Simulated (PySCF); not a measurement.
**Potential energy of MgC along the bond**

Set-up: PySCF, no relativity, basis sets Mg def2-TZVPP, C def2-TZVPP. Energies in eV from Mg + C in their ground configurations at the same level. State: Ms = 1 determinant of mixed spin (⟨S²⟩ near 2.6), unpaired electrons π ↑↑.

All columns are PBE0. A positive dipole means Mg(−)C(+).

```json
{"R (Å)": "1.794", "E (eV)": "-1.172", "μ (D)": "-2.46", "Mulliken charge on Mg (basis-dependent)": "0.47", "HOMO (eV)": "-5.51", "LUMO (eV)": "-2.31", "Mayer bond order": "1.13", "⟨S²⟩": "2.68"}
{"R (Å)": "1.877", "E (eV)": "-1.482", "μ (D)": "-2.70", "Mulliken charge on Mg (basis-dependent)": "0.42", "HOMO (eV)": "-5.62", "LUMO (eV)": "-2.39", "Mayer bond order": "1.14", "⟨S²⟩": "2.67"}
{"R (Å)": "1.961", "E (eV)": "-1.650", "μ (D)": "-2.94", "Mulliken charge on Mg (basis-dependent)": "0.40", "HOMO (eV)": "-5.72", "LUMO (eV)": "-2.48", "Mayer bond order": "1.13", "⟨S²⟩": "2.66"}
{"R (Å)": "2.023", "E (eV)": "-1.709", "μ (D)": "-3.12", "Mulliken charge on Mg (basis-dependent)": "0.39", "HOMO (eV)": "-5.79", "LUMO (eV)": "-2.55", "Mayer bond order": "1.11", "⟨S²⟩": "2.65"}
{"R (Å)": "2.086", "E (eV)": "-1.724", "μ (D)": "-3.29", "Mulliken charge on Mg (basis-dependent)": "0.39", "HOMO (eV)": "-5.86", "LUMO (eV)": "-2.62", "Mayer bond order": "1.08", "⟨S²⟩": "2.63"}
{"R (Å)": "2.149", "E (eV)": "-1.706", "μ (D)": "-3.45", "Mulliken charge on Mg (basis-dependent)": "0.40", "HOMO (eV)": "-5.93", "LUMO (eV)": "-2.68", "Mayer bond order": "1.05", "⟨S²⟩": "2.62"}
{"R (Å)": "2.232", "E (eV)": "-1.644", "μ (D)": "-3.65", "Mulliken charge on Mg (basis-dependent)": "0.40", "HOMO (eV)": "-6.01", "LUMO (eV)": "-2.77", "Mayer bond order": "1.01", "⟨S²⟩": "2.60"}
{"R (Å)": "2.336", "E (eV)": "-1.528", "μ (D)": "-3.86", "Mulliken charge on Mg (basis-dependent)": "0.41", "HOMO (eV)": "-6.03", "LUMO (eV)": "-2.87", "Mayer bond order": "0.96", "⟨S²⟩": "2.56"}
{"R (Å)": "2.462", "E (eV)": "-1.359", "μ (D)": "-4.05", "Mulliken charge on Mg (basis-dependent)": "0.41", "HOMO (eV)": "-5.96", "LUMO (eV)": "-2.97", "Mayer bond order": "0.90", "⟨S²⟩": "2.51"}
{"R (Å)": "2.628", "E (eV)": "-1.124", "μ (D)": "-4.17", "Mulliken charge on Mg (basis-dependent)": "0.39", "HOMO (eV)": "-5.94", "LUMO (eV)": "-3.10", "Mayer bond order": "0.83", "⟨S²⟩": "2.44"}
```

A fit through these points gives, at Re = 2.080 Å, μ = -3.27 D and dμ/dR = -2.68 D/Å; the reduced mass is 7.998 u.

Problem. How strong is the fundamental in the double-harmonic approximation, I = 42.26·(dμ/dR)²/μred km/mol?

Solution. I = 42.26·(-2.68)²/7.998 = 38.0 km/mol at PBE0.

The state is the lowest determinant that a PBE0 search found; another state may lie lower at other levels.
